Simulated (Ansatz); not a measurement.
**triplet AlB: levels of theory in one basis**

```xyz
2

B     0.0183    0.0052   -1.0580
Al    0.0198    0.0419    1.0305
```

Basis set: def2-SVP (spherical functions). Correlated methods keep 6 orbitals frozen. Correlation on ROHF uses semicanonical orbitals with singles. Charge 0, multiplicity 3.

Computed with Ansatz (development build ahead of 0.2.0); each method stands on the lowest determinant of its kind that the runs found.

| method | E − E(ROHF) (eV) | <S²> of the determinant |
| --- | --- | --- |
| ROHF | 0.00 | 2.00 |
| UHF | -0.18 | 2.43 |
| ROHF-MP2 | -2.18 | – |
| UHF-MP2 | -2.07 | 2.43 |
| ROHF-CCSD(T) | -3.21 | – |
| UHF-CCSD(T) | -3.22 | 2.43 |

Caution: the determinant may break the point group. Caution for UHF, UHF-MP2, UHF-CCSD(T): the unrestricted determinant is spin contaminated. Caution for ROHF-CCSD(T), UHF-CCSD(T): another reference gives a lower total.
